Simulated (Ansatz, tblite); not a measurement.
# (H2Al-mu-H)2 (Al₂H₆): a ladder of methods and basis sets

How do method and basis change the picture of (H2Al-mu-H)2 (Al₂H₆) (singlet)?

Method: as each input shows; program: Ansatz 0.2.0, Gaussian basis.

Plan: GFN1-xTB, GFN2-xTB, PBE-D4/def2-TZVP, r2SCAN-D4/def2-TZVP, revPBE-D4/def2-TZVP, BHLYP-D4/def2-TZVP, r2SCANh-D4/def2-TZVP, HF/def2-TZVP, PBE-QIDH/def2-TZVP, ωB97M-V/def2-TZVP, B97M-V/def2-TZVP, LC-ωPBE(0.10)/def2-TZVP, LC-ωPBE(0.15)/def2-TZVP, LC-ωPBE(0.20)/def2-TZVP, LC-ωPBE(0.30)/def2-TZVP, PBE-D4/def2-SVP, PBE0-D4/def2-SVP, HF/STO-3G, CCSD(T)/def2-TZVPP, MP2/def2-TZVP, RPA/def2-TZVP.

### Step 1. The structure

The geometry is that of the singlet, from an earlier relaxation (PBE0-D4/def2-TZVP).

8 atoms, charge 0, spin multiplicity 1.

Bond lengths: Al1–H2 1.577 Å, Al1–H3 1.577 Å, Al1–H4 1.740 Å, Al1–Al5 2.598 Å, Al1–H8 1.741 Å, H4–Al5 1.740 Å, Al5–H6 1.577 Å, Al5–H7 1.577 Å, Al5–H8 1.741 Å. Angles: H2–Al1–H3 128.3°, H2–Al1–H4 108.9°, H2–Al1–Al5 115.5°, H2–Al1–H8 108.9°, H3–Al1–H4 109.1°, H3–Al1–Al5 116.2°, H3–Al1–H8 109.0°, H4–Al1–Al5 41.7°, H4–Al1–H8 83.4°, Al5–Al1–H8 41.7°, Al1–H4–Al5 96.6°, Al1–Al5–H4 41.7°, Al1–Al5–H6 115.5°, Al1–Al5–H7 116.2°, Al1–Al5–H8 41.7°, H4–Al5–H6 108.9°, H4–Al5–H7 109.1°, H4–Al5–H8 83.4° and more.

PBE0-D4/def2-TZVP was run before; its log isn't repeated, and its numbers join the tables.

### Step 2. GFN1-xTB

Tight binding, by tblite at 300 K electronic temperature and without a spin-polarisation term:

```python
tblite.interface.Calculator('GFN1-xTB', numbers, positions, charge=0, uhf=0).singlepoint()
```

Energy -157.6976 eV, HOMO -12.10 eV, LUMO -5.76 eV; 0.004 s.

### Step 3. GFN2-xTB

Tight binding, by tblite at 300 K electronic temperature and without a spin-polarisation term:

```python
tblite.interface.Calculator('GFN2-xTB', numbers, positions, charge=0, uhf=0).singlepoint()
```

Energy -141.6630 eV, HOMO -11.35 eV, LUMO -7.24 eV; 0.002 s.

### Step 4. PBE-D4/def2-TZVP

start.molden holds the orbitals of an earlier run on this state, given as this run's starting guess.

Contents of in.yaml:

```yaml
crystal:
  periodic: [false, false, false]
  atoms:
    - {symbol: Al, position_ang: [-0.387752, 0.457601, -1.152453]}
    - {symbol: H, position_ang: [0.050137, 1.937746, -1.477023]}
    - {symbol: H, position_ang: [-1.231182, -0.530460, -2.047211]}
    - {symbol: H, position_ang: [-0.978163, 0.388980, 0.483275]}
    - {symbol: Al, position_ang: [0.386624, -0.458479, 1.152459]}
    - {symbol: H, position_ang: [1.229481, 0.542652, 2.032948]}
    - {symbol: H, position_ang: [-0.041424, -1.937853, 1.493743]}
    - {symbol: H, position_ang: [0.972279, -0.400188, -0.485748]}
basis:
  gaussian: {orbitals: def2-TZVP, initial_orbitals: start.molden}
hamiltonian: {xc: pbe, dispersion: d4}
scf: {omitted_lower_state_checks: [starts]}
output: {orbitals: {seedname: orbitals}}
```

Launch:

```sh
> ansatz run in.yaml --threads 4 --pin off --events-out ev --progress --plain --max-ram 3916MiB
```

After this run come: r2SCAN-D4/def2-TZVP; revPBE-D4/def2-TZVP; BHLYP-D4/def2-TZVP; r2SCANh-D4/def2-TZVP; HF/def2-TZVP; PBE-QIDH/def2-TZVP; ωB97M-V/def2-TZVP; B97M-V/def2-TZVP; LC-ωPBE(0.10)/def2-TZVP; LC-ωPBE(0.15)/def2-TZVP; LC-ωPBE(0.20)/def2-TZVP; LC-ωPBE(0.30)/def2-TZVP; PBE-D4/def2-SVP; PBE0-D4/def2-SVP; HF/STO-3G; CCSD(T)/def2-TZVPP; MP2/def2-TZVP; RPA/def2-TZVP.

**Question.** What will the summary of the whole plan be? Wanted: gap in def2-TZVP, named functionals and Hartree-Fock, smallest and largest; gap over the ω; correlation energy, CCSD(T)/def2-TZVPP; correlation energy, MP2/def2-TZVP; binding an atom, CCSD(T)/def2-TZVPP; PBE0 total energy, smallest basis above largest.

As calculated:

```
                                                                  quantity                            value
gap in def2-TZVP, named functionals and Hartree-Fock, smallest and largest  5.46 eV (PBE-D4), 13.51 eV (HF)
                                                   gap over the ω (1/bohr)  8.29 eV at 0.1, 11.52 eV at 0.3
                                    correlation energy, CCSD(T)/def2-TZVPP                         -6.85 eV
                                         correlation energy, MP2/def2-TZVP                         -4.99 eV
                                       binding an atom, CCSD(T)/def2-TZVPP                         2.481 eV
                           PBE0 total energy, smallest basis above largest    4.70 eV (def2-SVP, def2-TZVP)
```

**Reading.** Over the named functionals and Hartree-Fock in def2-TZVP the gap runs from 5.46 eV (PBE-D4) to 13.51 eV (HF); exact exchange widens it. Raising the ω (1/bohr) from 0.1 to 0.3 moves the HOMO by -2.02 eV and the LUMO by +1.21 eV. A small miss in a minimal or small basis is a cancelling of errors, not accuracy. The functionals in def2-TZVP miss CCSD(T)/def2-TZVPP by -0.068 (revPBE-D4) to +0.125 eV (B97M-V) an atom. The reference is CCSD(T) in one finite basis, so it carries an error of its own, often a tenth of an eV or more, and near misses can't be ranked.
